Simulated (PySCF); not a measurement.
Gas-phase reaction: AlH3 + CCl3 + C4H10 (n-butane) ⇌ AlH(CH3)2 + 3 CH2Cl, at 1600 K and a standard pressure of 1 bar. Level: CCSD(T)/def2-SVP†.

Energies from PySCF, thermal terms from the rigid-rotor harmonic-oscillator model, ideal gas at 1 bar. S°(298 K) at PBE0/def2-TZVP differs from the NASA 1993 table for C4H10 (n-butane) (-9 J/mol/K); whether the harmonic model or the table's entry is off was not settled. † marks an energy on the PBE0/def2-TZVP geometry and frequencies. CCSD(T) freezes the core. Open shells (unrestricted): CCl3 (multiplicity 2), CH2Cl (multiplicity 2); the rest are closed-shell singlets. Methyl groups turn as free rotors in AlH(CH3)2. AlH3, AlH(CH3)2, CH2Cl: computed as isolated molecules; such fragments, hydroxides, amides, oligomers or adducts are transient or little studied in the gas. CCSD(T) isn't extrapolated to the basis-set limit. The harmonic model lacks anharmonicity and excited electronic states, which grow with temperature; levels with a mode under 35 cm⁻¹ are left out. Internal rotation in C4H10 (n-butane) is treated as a harmonic vibration of one conformer, which makes the entropy rough.

```json
[
 {"species": "AlH3", "E (Ha)": "-243.65582", "H(1600 K) − E (kJ/mol)": "144.1", "S°(1600 K) (J/mol/K)": "309.4"},
 {"species": "CCl3", "E (Ha)": "-1416.39977", "H(1600 K) − E (kJ/mol)": "135.0", "S°(1600 K) (J/mol/K)": "429.0"},
 {"species": "C4H10 (n-butane)", "E (Ha)": "-157.85655", "H(1600 K) − E (kJ/mol)": "637.1", "S°(1600 K) (J/mol/K)": "608.3"},
 {"species": "AlH(CH3)2", "E (Ha)": "-322.01408", "H(1600 K) − E (kJ/mol)": "420.6", "S°(1600 K) (J/mol/K)": "546.7"},
 {"species": "CH2Cl", "E (Ha)": "-498.59123", "H(1600 K) − E (kJ/mol)": "153.2", "S°(1600 K) (J/mol/K)": "345.3"}
]
```
E: electronic energy; H − E holds the zero-point and thermal terms. 1 Ha = 2625.5 kJ/mol.

Problem. Work out ΔH°, ΔS°, ΔG° and log10 K from these numbers.

Solution. 1. ΔE = 1×(-322.01408) + 3×(-498.59123) − 1×(-243.65582) − 1×(-1416.39977) − 1×(-157.85655) = 0.12437 Ha = 326.5 kJ.
2. Δ(H − E) = 1×(420.6) + 3×(153.2) − 1×(144.1) − 1×(135.0) − 1×(637.1) = -36.0 kJ, so ΔH° = 290.5 kJ.
3. ΔS° = 1×(546.7) + 3×(345.3) − 1×(309.4) − 1×(429.0) − 1×(608.3) = 235.9 J/K; the number of gas molecules changes by +1.
4. ΔG° = ΔH° − TΔS° = 290.5 − 1600×(235.9)/1000 = -86.9 kJ.
5. log10 K = −ΔG°/(RT ln 10) = 2.84, with RT ln 10 = 30.63 kJ/mol; at standard pressures the products are favoured.
6. A shift of 10 kJ in ΔE would move log10 K by 0.33 here.
7. Lowering the total pressure from 1 bar to 0.01 bar multiplies the mole-fraction quotient K_x = K (p/p°)^(−Δn) by 10^2, which pushes the balance towards the products.
For scale, ΔH°(298 K) is 304 kJ at this level, 272 kJ at ωB97M-V/def2-TZVP†, and runs from 146 to 345 kJ over the 17 levels computed.
